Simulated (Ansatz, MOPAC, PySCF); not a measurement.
Molecule: C₂F₃N, net charge 0, singlet state. SMILES: N#CC(F)(F)F
Geometry: optimised at B3LYP-D3(BJ)/def2-TZVP (Ansatz, a first-principles code).

Unscaled harmonic wavenumbers (cm⁻¹) in rising order, each level at the stationary point that it reaches from this structure (no distance between atoms moves by over 0.3 Å); the order of modes can differ between levels, and a negative number is imaginary. B3LYP-D3(BJ)/def2-TZVP (PySCF, at the structure above): 196, 196, 464, 464, 520, 628, 628, 808, 1183, 1183, 1223, 2386.

AM1 (MOPAC): 234, 234, 421, 421, 517, 700, 700, 919, 1417, 1491, 1491, 2565. Zero-point energy 15.9 against 14.1 kcal/mol; where all levels lie over 400 cm⁻¹, the wavenumbers are on average 1.093 times those of B3LYP-D3(BJ)/def2-TZVP.

PM6 (MOPAC): 211, 211, 434, 434, 472, 628, 628, 872, 1309, 1319, 1319, 2386. Zero-point energy 14.6 against 14.1 kcal/mol; where all levels lie over 400 cm⁻¹, the wavenumbers are on average 1.016 times those of B3LYP-D3(BJ)/def2-TZVP.

HF/3-21G (Ansatz): 228, 228, 508, 508, 545, 718, 718, 849, 1352, 1421, 1421, 2651. Zero-point energy 15.9 against 14.1 kcal/mol; where all levels lie over 400 cm⁻¹, the wavenumbers are on average 1.119 times those of B3LYP-D3(BJ)/def2-TZVP.

HF/6-31G* (Ansatz): 220, 220, 517, 517, 565, 696, 696, 889, 1379, 1419, 1419, 2663. Zero-point energy 16.0 against 14.1 kcal/mol; where all levels lie over 400 cm⁻¹, the wavenumbers are on average 1.127 times those of B3LYP-D3(BJ)/def2-TZVP.
